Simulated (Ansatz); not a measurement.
Results of rVV10 (Ansatz, a quantum-chemistry and plane-wave program, PAW) for rutile PbO₂.

Settings: plane-wave cutoff 520 eV, 12×12×16 k mesh (along the axes of the cell as run), Fermi–Dirac smearing 0.05 eV, scalar-relativistic PAW data made under PBE.

Energies at three volumes about the minimum:

```json
[
 {"V (Å³/atom)": "14.649", "E − E_lowest (meV/atom)": "2.15"},
 {"V (Å³/atom)": "14.948", "E − E_lowest (meV/atom)": "0.00"},
 {"V (Å³/atom)": "15.247", "E − E_lowest (meV/atom)": "1.98"}
]
```

Fit a parabola by hand: where is the minimum, and what is the bulk modulus?

Slopes: (0.00 − 2.15)/(14.948 − 14.649) = -7.191 and (1.98 − 0.00)/(15.247 − 14.948) = 6.622 meV/Å³. Curvature E″ = 2 × (6.622 − (-7.191))/(15.247 − 14.649) = 46.197 meV/Å⁶. From the middle of the first interval, the slope vanishes at V0 = 14.7985 − (-7.191)/46.197 = 14.954 Å³/atom. B = V0 E″ = 14.954 × 46.197 meV/Å³ × 0.1602 GPa per meV/Å³ = 111 GPa. The full Birch–Murnaghan fit to all volumes gives V0 = 14.948 Å³/atom and B0 = 111 GPa.

Shape and atoms are relaxed at each volume.

Note: the bulk modulus comes from volumes at which shape and atoms were relaxed.
